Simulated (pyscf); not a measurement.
PySCF, gas phase, ωB97X-D3(BJ)/def2-SVP geometries. Correlated levels are frozen-core, on RHF or UHF. ΔMP2 is the change of the MP2 total energy from the triple- to the quadruple-zeta basis.

SMILES: C=C(F)CF
```xyz
9

C      0.3624     0.0162     0.3397
C     -0.0662     0.7629    -0.6680
F      0.0676     2.1001    -0.6798
C     -0.7465     0.2924    -1.9224
F     -0.8836    -1.0708    -1.9161
H      0.8458     0.4728     1.2058
H      0.2264    -1.0646     0.2938
H     -1.7422     0.7643    -1.9991
H     -0.1514     0.6008    -2.8004
```
Charge 0, spin multiplicity 1.

### Question
What is the homolytic dissociation enthalpy (298 K, CCSD(T)/def2-TZVPP + ΔMP2(QZVPP)) of the C–F bond of H₂C=C(F)–CH₂–F, to •H₂C–C(=CH₂)–F + F•?

### Answer
C–F to •H₂C–C(=CH₂)–F + F•: 4.17 eV. The radicals are drawn with the spin at the cut bond; how far it spreads was not checked. H₂C=C(F)–CH₂–F lies 0.26 eV over its isomer H₂C=CH–CH(F)–F, and others may lie lower still (electronic energy, ωB97M-D3(BJ)). Other isomers of •H₂C–C(=CH₂)–F were not searched in full and may lie lower. The CCSD(T) − MP2 part came from Ansatz, without density fitting, on the same reference. A UHF reference is spin-contaminated (<S²> up to 0.96), which harms MP2 most. Left out: the spin-orbit lowering of F.
